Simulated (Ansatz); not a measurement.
Relaxation of C$_{3}$H$_{8}$FNS (14 atoms, charge 0, multiplicity 1), to a largest force component of 0.015 eV/Å in at most 40 steps.

All numbers below come from RHF/def2-SVP in Ansatz 0.2.0.

```xyz
14
Properties=species:S:1:pos:R:3
C -1.291 -1.638 -0.839
S -1.539 0.021 -0.069
C 0.149 0.587 -0.157
C 1.058 0.066 1.035
N 0.200 2.022 -0.199
F 0.769 0.172 -1.287
H -2.280 -2.101 -0.855
H -0.593 -2.195 -0.301
H -0.999 -1.466 -1.842
H 1.032 -1.038 1.053
H 0.565 0.382 2.022
H 2.043 0.408 0.996
H 0.690 2.316 -1.080
H -0.713 2.414 -0.232
```

Q: Where does it end, and by what steps?

A: It converged. After 12 steps the energy has fallen by 0.731 eV; H13 moved furthest, 1.03 Å.

```tsv
step	energy less start (eV)	largest force component (eV/Å)	accepted
0	0.0000	4.303	yes
1	-0.3996	0.943	yes
2	-0.4760	0.407	yes
3	-0.5208	0.367	yes
4	-0.5769	0.970	yes
5	-0.6512	0.469	yes
6	-0.7162	0.265	yes
7	-0.7240	0.182	yes
8	-0.7262	0.113	yes
9	-0.7293	0.092	yes
10	-0.7302	0.034	yes
11	-0.7305	0.035	yes
12	-0.7306	0.013	yes
```

```xyz
14
Properties=species:S:1:pos:R:3
C -1.358 -1.692 -0.772
S -1.575 -0.025 -0.103
C 0.131 0.629 -0.176
C 1.037 0.095 0.914
N 0.017 2.032 -0.108
F 0.684 0.232 -1.377
H -2.353 -2.135 -0.799
H -0.723 -2.307 -0.136
H -0.953 -1.655 -1.780
H 1.117 -0.988 0.850
H 0.647 0.370 1.891
H 2.038 0.514 0.792
H 0.915 2.481 -0.093
H -0.534 2.399 -0.861
```

Whether the end is a true minimum wasn't checked by a vibrational analysis.

The run took 29 s on 2 threads of Arm Neoverse V2, with other jobs on the host, peak memory 0.3 GiB.
